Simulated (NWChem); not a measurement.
System: CH$_{3}$ cation

Input file for NWChem:

```
start job
memory heap 200 mb stack 900 mb global 1100 mb
charge 1
geometry units angstroms noautosym nocenter noautoz
  C      0.000000     0.000000     0.000000
  H      0.780694     0.780694     0.000000
  H      0.285754    -1.066448     0.000000
  H     -1.066448     0.285754     0.000000
end
basis spherical
  * library def2-svp
end
dft
  xc pbe0
  iterations 150
end
property
  response 1 0.0856
end
raman
  normal
  lorentzian
end
task dft raman
```

Parts of the log:

```
             Northwest Computational Chemistry Package (NWChem) 7.3.0
             --------------------------------------------------------

                             Geometry "geometry" -> ""
                             -------------------------

 Output coordinates in angstroms (scale by  1.889725989 to convert to a.u.)

  No.       Tag          Charge          X              Y              Z
 ---- ---------------- ---------- -------------- -------------- --------------
    1 C                    6.0000     0.00000000     0.00000000     0.00000000
    2 H                    1.0000     0.78069400     0.78069400     0.00000000
    3 H                    1.0000     0.28575400    -1.06644800     0.00000000
    4 H                    1.0000    -1.06644800     0.28575400     0.00000000

 Effective nuclear repulsion energy (a.u.)       9.4575249859

  util_pr load raman

                                  Raman Analysis
                                  --------------

[second-derivative integrals and response iterations left out]

  Vibrational analysis via the FX method

  See chapter 2 in "Molecular Vibrations" by Wilson, Decius and Cross

  Vib: Default input used

 ---------------------------- Atom information ----------------------------
     atom    #        X              Y              Z            mass
 --------------------------------------------------------------------------
    C        1  0.0000000D+00  0.0000000D+00  0.0000000D+00  1.2000000D+01
    H        2  1.4752977D+00  1.4752977D+00  0.0000000D+00  1.0078250D+00
    H        3  5.3999676D-01 -2.0152945D+00  0.0000000D+00  1.0078250D+00
    H        4 -2.0152945D+00  5.3999676D-01  0.0000000D+00  1.0078250D+00
 --------------------------------------------------------------------------

[unprojected Hessian and modes left out]

        Vibrational analysis via the FX method
  --- with translations and rotations projected out ---
  --- via the Eckart algorithm                      ---
 Projected Nuclear Hessian trans-rot subspace norm:8.3828D-34
                         (should be close to zero!)

[projected Hessian left out]

 Rotational Constants
 --------------------
 A=   9.148124 cm-1  ( 13.161815 K)
 B=   9.148119 cm-1  ( 13.161809 K)
 C=   4.574061 cm-1  (  6.580906 K)

 Temperature                      =   298.15K
 frequency scaling parameter      =   1.0000

 Zero-Point correction to Energy  =   19.593 kcal/mol  (  0.031224 au)
 Thermal correction to Energy     =   21.385 kcal/mol  (  0.034079 au)
 Thermal correction to Enthalpy   =   21.977 kcal/mol  (  0.035023 au)

 Total Entropy                    =   48.212 cal/mol-K
   - Translational                =   34.053 cal/mol-K (mol. weight =  15.0235)
   - Rotational                   =   14.102 cal/mol-K (symmetry #  =        1)
   - Vibrational                  =    0.058 cal/mol-K

 Cv (constant volume heat capacity) =    6.297 cal/mol-K
   - Translational                  =    2.979 cal/mol-K
   - Rotational                     =    2.979 cal/mol-K
   - Vibrational                    =    0.338 cal/mol-K

[normal modes left out]

 ----------------------------------------------------------------------------
 Normal Eigenvalue ||           Projected Infra Red Intensities
  Mode   [cm**-1]  || [atomic units] [(debye/angs)**2] [(KM/mol)] [arbitrary]
 ------ ---------- || -------------- ----------------- ---------- -----------
    1       -0.000 ||    0.019103           0.441        18.622       4.894
    2       -0.000 ||    0.000000           0.000         0.000       0.000
    3       -0.000 ||    0.064732           1.493        63.104      16.583
    4        0.000 ||    0.047460           1.095        46.266      12.158
    5        0.000 ||    0.046270           1.067        45.106      11.853
    6        0.000 ||    0.022122           0.510        21.566       5.667
    7     1377.206 ||    0.023619           0.545        23.025       6.051
    8     1377.210 ||    0.023619           0.545        23.025       6.051
    9     1391.920 ||    0.008606           0.199         8.390       2.205
   10     3040.479 ||    0.000000           0.000         0.000       0.000
   11     3262.690 ||    0.106449           2.456       103.772      27.270
   12     3262.695 ||    0.106450           2.456       103.772      27.270
 ----------------------------------------------------------------------------

(mode_ini,mode_end)=(    1,    6)
 task_raman_doit:                no rminfo found
(begin,last,steps)=(   7,  12,   2)
  dal ramantype                     1
 ENTER raman default
Generating fname_raman3=./job.raman_0007-0012
(ii,rminfo(ii,1))=(    7,     0.00000000)
 ramanpolfile=./job.ramanpol_0001-1
 ramanpol_read: failed to open ./job.ramanpol_0001-1
[response runs at displaced geometries left out]
 Showing rminfo:
(start,last,rmmodes,nfreq,plot,width)=(   1,  12,   6,   1,normal          ,    20.00000000)
rminfo(   1)=(  1377.20616906,     3.24220229,     0.00000000,     3.24220229)
rminfo(   2)=(  1377.20986004,     3.24221574,     0.00000000,     3.24221574)
rminfo(   3)=(  1391.91977814,     0.00000030,     0.00000000,     0.00000030)
rminfo(   4)=(  3040.47854109,    94.74174878,     0.00000000,    94.74174878)
rminfo(   5)=(  3262.68994614,    19.60220240,     0.00000000,    19.60220240)
rminfo(   6)=(  3262.69496918,    19.60707336,     0.00000000,    19.60707336)

 Raman scattering data written to ./job.normal
```

Level: PBE0/def2-SVP. Geometry: optimised at PBE0/def2-SVP. The printed entropy takes a lower symmetry number than the molecule has.
